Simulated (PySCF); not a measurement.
HBe, charge +2, doublet, at a GFN2-xTB geometry of the parent state (such geometries of metal compounds can be far from the true shape) (a state made from the parent by changing its charge; the spin is typed, not shown lowest); SVWN5/def2-TZVP run with PySCF.

Here is a job for PySCF.
```python
from pyscf import gto, scf, dft

mol = gto.M(
    atom='''
Be   -0.00000000   -0.00000000   -0.27954705
H     0.00000000    0.00000000    1.11818818
''',
    basis='def2-tzvp',
    charge=2,
    spin=1,
    verbose=4,
)

mf = dft.UKS(mol)
mf.xc = 'lda,vwn'
mf.kernel()
mf.analyze()
```

**Question.** Write the output that PySCF gives for this input, abridged.

**Answer.** 
```
PySCF version 2.14.0

[INPUT] verbose = 4
[INPUT] num. atoms = 2
[INPUT] num. electrons = 3
[INPUT] charge = 2
[INPUT] spin (= nelec alpha-beta = 2S) = 1
[INPUT] symmetry False subgroup None
[INPUT] Mole.unit = angstrom
[INPUT] Symbol           X                Y                Z      unit          X                Y                Z       unit  Magmom
[INPUT]  1 Be     0.000000000000   0.000000000000  -0.279547050000 AA    0.000000000000   0.000000000000  -0.528267363430 Bohr   0.0
[INPUT]  2 H      0.000000000000   0.000000000000   1.118188180000 AA    0.000000000000   0.000000000000   2.113069415926 Bohr   0.0

nuclear repulsion = 1.51438469765121
number of shells = 13
number of NR pGTOs = 36
number of NR cGTOs = 25
basis = def2-tzvp
ecp = {}

******** <class 'pyscf.dft.uks.UKS'> ********
method = UKS
initial guess = minao
damping factor = 0
level_shift factor = 0
DIIS = <class 'pyscf.scf.diis.CDIIS'>
diis_start_cycle = 1
diis_space = 8
diis_damp = 0
SCF conv_tol = 1e-09
SCF conv_tol_grad = None
SCF max_cycles = 50
direct_scf = True
direct_scf_tol = 1e-13
number electrons alpha = 2  beta = 1
XC library pyscf.dft.libxc version 7.1.2
    S. Lehtola, C. Steigemann, M. J. T. Oliveira, and M. A. L. Marques,  SoftwareX 7, 1–5 (2018)
XC functionals = lda,vwn
    P. A. M. Dirac,  Math. Proc. Cambridge Philos. Soc. 26, 376 (1930)
    F. Bloch,  Z. Phys. 57, 545 (1929)
    S. H. Vosko, L. Wilk, and M. Nusair,  Can. J. Phys. 58, 1200 (1980)
radial grids:
    Treutler-Ahlrichs [JCP 102, 346 (1995); DOI:10.1063/1.469408] (M4) radial grids

becke partition: Becke, JCP 88, 2547 (1988); DOI:10.1063/1.454033
pruning grids: <function nwchem_prune>
grids dens level: 3
symmetrized grids: False
atomic radii adjust function: <function treutler_atomic_radii_adjust>
small_rho_cutoff = 0
Set gradient conv threshold to 3.16228e-05
tot grids = 23536
init E= -14.953915501014

cycle= 1 E= -13.941726934703  delta_E= 1.01  |g|= 0.157  |ddm|= 0.856
cycle= 2 E= -13.967945871505  delta_E= -0.0262  |g|= 0.02  |ddm|= 0.286
cycle= 3 E= -13.9680240030927  delta_E= -7.81e-05  |g|= 0.000985  |ddm|= 0.0111
cycle= 4 E= -13.968024138538  delta_E= -1.35e-07  |g|= 5.03e-05  |ddm|= 0.000286
cycle= 5 E= -13.9680241389253  delta_E= -3.87e-10  |g|= 4.6e-06  |ddm|= 2.24e-05
Extra cycle  E= -13.9680241389303  delta_E= -5.01e-12  |g|= 6.76e-07  |ddm|= 4.64e-06
converged SCF energy = -13.9680241389303  <S^2> = 0.75000283  2S+1 = 2.0000028
**** SCF Summaries ****
Total Energy =                         -13.968024138930339
Nuclear Repulsion Energy =               1.514384697651214
One-electron Energy =                  -18.858987102170900
Two-electron Energy =                    3.376578265589347
Two-electron Coulomb Energy =            5.781338831540725
DFT Exchange-Correlation Energy =       -2.404760565951378
**** MO energy ****
                             alpha | beta                alpha | beta
MO #1   energy= -4.71025518680035  | -4.70165574920063  occ= 1 | 1
MO #2   energy= -1.0525966133208   | -0.874884276488344 occ= 1 | 0
MO #3   energy= -0.694903044685277 | -0.665212623730882 occ= 0 | 0
MO #4   energy= -0.663021273363343 | -0.617132506806254 occ= 0 | 0
MO #5   energy= -0.663021273363339 | -0.617132506806247 occ= 0 | 0
MO #6   energy= -0.471532729333128 | -0.383747488184104 occ= 0 | 0
MO #7   energy= -0.325620678018189 | -0.302411345350047 occ= 0 | 0
MO #8   energy= -0.255586210179983 | -0.247856822346546 occ= 0 | 0
MO #9   energy= -0.255586210179973 | -0.2450332246932   occ= 0 | 0
MO #10  energy= -0.255221520729084 | -0.245033224693191 occ= 0 | 0

To work with the spin densities directly, `use mulliken_meta_spin()` only printing them here.

 ** Mulliken spin pop alpha/beta on meta-lowdin orthogonal AOs **
 ** Mulliken Spin Density (per AO)  **
spin_pop of  0 Be 1s        0.00003
spin_pop of  0 Be 2s        0.16748
spin_pop of  0 Be 3s        0.01953
spin_pop of  0 Be 4s        0.00016
spin_pop of  0 Be 5s        0.00040
spin_pop of  0 Be 2px       0.00000
spin_pop of  0 Be 2py       0.00000
spin_pop of  0 Be 2pz       0.03508
spin_pop of  0 Be 3px       0.00000
spin_pop of  0 Be 3py       0.00000
spin_pop of  0 Be 3pz       0.02589
spin_pop of  0 Be 4px       0.00000
spin_pop of  0 Be 4py      -0.00000
spin_pop of  0 Be 4pz       0.00000
spin_pop of  0 Be 3dxy      0.00000
spin_pop of  0 Be 3dyz      0.00000
spin_pop of  0 Be 3dz^2     0.00012
spin_pop of  0 Be 3dxz      0.00000
spin_pop of  0 Be 3dx2-y2    0.00000
spin_pop of  1 H 1s        0.72569
spin_pop of  1 H 2s        0.00611
spin_pop of  1 H 3s        0.00085
spin_pop of  1 H 2px       0.00000
spin_pop of  1 H 2py       0.00000
spin_pop of  1 H 2pz       0.01867
 ** Mulliken Spin Density (per atom)  **
spin density of  0 Be =      0.24868
spin density of  1 H =      0.75132
 ** Mulliken pop alpha/beta on meta-lowdin orthogonal AOs **
 ** Mulliken pop       alpha | beta **
pop of  0 Be 1s        0.99982 | 0.99979
pop of  0 Be 2s        0.16759 | 0.00011
pop of  0 Be 3s        0.01960 | 0.00006
pop of  0 Be 4s        0.00018 | 0.00002
pop of  0 Be 5s        0.00040 | 0.00001
pop of  0 Be 2px       0.00000 | 0.00000
pop of  0 Be 2py       0.00000 | 0.00000
pop of  0 Be 2pz       0.03508 | 0.00000
pop of  0 Be 3px       0.00000 | 0.00000
pop of  0 Be 3py       0.00000 | 0.00000
pop of  0 Be 3pz       0.02589 | 0.00000
pop of  0 Be 4px       0.00000 | 0.00000
pop of  0 Be 4py       0.00000 | 0.00000
pop of  0 Be 4pz       0.00000 | 0.00000
pop of  0 Be 3dxy      0.00000 | 0.00000
pop of  0 Be 3dyz      0.00000 | 0.00000
pop of  0 Be 3dz^2     0.00012 | 0.00000
pop of  0 Be 3dxz      0.00000 | 0.00000
pop of  0 Be 3dx2-y2    0.00000 | 0.00000
pop of  1 H 1s        0.72569 | 0.00000
pop of  1 H 2s        0.00611 | 0.00000
pop of  1 H 3s        0.00085 | 0.00000
pop of  1 H 2px       0.00000 | 0.00000
pop of  1 H 2py       0.00000 | 0.00000
pop of  1 H 2pz       0.01867 | 0.00000
In total             2.00000 | 1.00000
 ** Mulliken atomic charges   ( Nelec_alpha | Nelec_beta ) **
charge of  0Be =      1.75133  (     1.24867      1.00000 )
charge of  1H =      0.24867  (     0.75133      0.00000 )

WARN: System has nonzero charge 2; the dipole moment is origin-dependent.
Location of origin: [0. 0. 0.]

Dipole moment(X, Y, Z, Debye): -0.00000, -0.00000, -1.01154
```
